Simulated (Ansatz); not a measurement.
in.yaml

```yaml
crystal:
  periodic: [false, false, false]
  atoms:
    - {symbol: B, position_ang: [0.000000, 0.079752, 0.863775]}
    - {symbol: N, position_ang: [0.000000, -0.117617, -0.587927]}
    - {symbol: H, position_ang: [0.000000, 0.779045, -1.094669]}
basis:
  gaussian: {orbitals: cc-pVDZ}
magnetization: {spin_polarized: false, initial_magnetization: 3}
correlation: {method: bccd_t, electrons: outside_noble_gas}
```

```sh
$ ansatz run in.yaml --threads 1 --pin off --events-out ev --progress --plain --max-ram 2393MiB
```

Log:

```
313 factors; integrals over basis functions are off by at most 1.1e-3 eV
mean field evaluation 1: about -2162.6748 eV, gradient 1.1e1 eV
mean field evaluation 2: about -2162.6762 eV, gradient 1.1e1 eV
mean field evaluation 4: about -2164.2013 eV, gradient 1.6e0 eV
mean field evaluation 8: about -2164.2570 eV, gradient 1.0e-1 eV
mean field evaluation 16: about -2164.2498 eV, gradient 7.8e-1 eV
mean field evaluation 32: about -2163.3889 eV, gradient 2.6e-5 eV
mean field evaluation 64: about -2164.2539 eV, gradient 1.3e-1 eV
mean field evaluation 96: about -2163.3889 eV, gradient 6.7e-4 eV
mean field evaluation 128: about -2162.2979 eV, gradient 1.3e-3 eV
mean field evaluation 160: about -2163.3891 eV, gradient 7.9e-2 eV
mean field evaluation 192: about -2163.9824 eV, gradient 2.9e-6 eV
mean field evaluation 224: about -2163.3889 eV, gradient 5.4e-2 eV
mean field evaluation 256: about -2159.8531 eV, gradient 2.3e-4 eV
mean field evaluation 288: about -2159.2905 eV, gradient 9.6e-3 eV
mean field -2164.25712447 eV, -79.5349823379 hartree, gradient 2.5e-6 eV, S^2 3.750000; 13 other end points of the search recorded, 0 dependent functions left out
mean field evaluation 320: about -2164.3594 eV, gradient 1.7e-4 eV
mean field evaluation 352: about -2164.3592 eV, gradient 4.6e-2 eV
mean field evaluation 384: about -2164.3592 eV, gradient 2.8e-2 eV
determinant -2164.25712447 eV, -79.5349823379 hartree, with singles and doubles -2169.51179383 eV, -79.7280878752 hartree
determinant -2163.98239808 eV, -79.5248863295 hartree, with singles and doubles -2169.21154270 eV, -79.7170538499 hartree
determinant -2163.38892130 eV, -79.5030764601 hartree, with singles and doubles -2168.73331861 eV, -79.6994794389 hartree
determinant -2162.29792255 eV, -79.4629829957 hartree, with singles and doubles -2167.53049691 eV, -79.6552765565 hartree
determinant -2164.25712447 eV, -79.5349823379 hartree, with singles and doubles -2169.51409570 eV, -79.7281724675 hartree
determinant -2163.98239808 eV, -79.5248863295 hartree, with singles and doubles -2169.21899771 eV, -79.7173278162 hartree
2 core orbitals not correlated: weight in the atoms' cores, before any rotation towards them, 1.000 or more for the frozen orbitals, at most 0.000 for the correlated occupied ones
reference -2164.25712447 eV, -79.5349823379 hartree; 6, 3 occupied and 25, 28 virtual orbitals, 313 factors
second order -4.55347936 eV of doubles, -0.06957919 eV of singles
cycle   1  -5.24707317 eV  change    9.9e-3 eV  update   9.6e-3
cycle   2  -5.24684781 eV  change    2.3e-4 eV  update   2.3e-3
cycle   3  -5.24646034 eV  change    3.9e-4 eV  update   9.7e-4
cycle   4  -5.24607900 eV  change    3.8e-4 eV  update   3.8e-4
cycle   5  -5.24620506 eV  change   -1.3e-4 eV  update   2.0e-4
cycle   6  -5.24620668 eV  change   -1.6e-6 eV  update   9.8e-5
cycle   7  -5.24619334 eV  change    1.3e-5 eV  update   4.4e-5
cycle   8  -5.24619379 eV  change   -4.6e-7 eV  update   2.2e-5
cycle   9  -5.24619285 eV  change    9.4e-7 eV  update   9.8e-6
perturbative correction -0.14988612 eV, -0.0055082133 hartree
Total energy: -2169.65320343 eV, -79.7332845824 hartree
```

For the same geometry and basis UCCSDT(Q) lies 40.1 meV lower.

Ran on 1 thread of Arm Neoverse V1, shared host: 2.2 s wall, 0.1 GiB peak host memory.
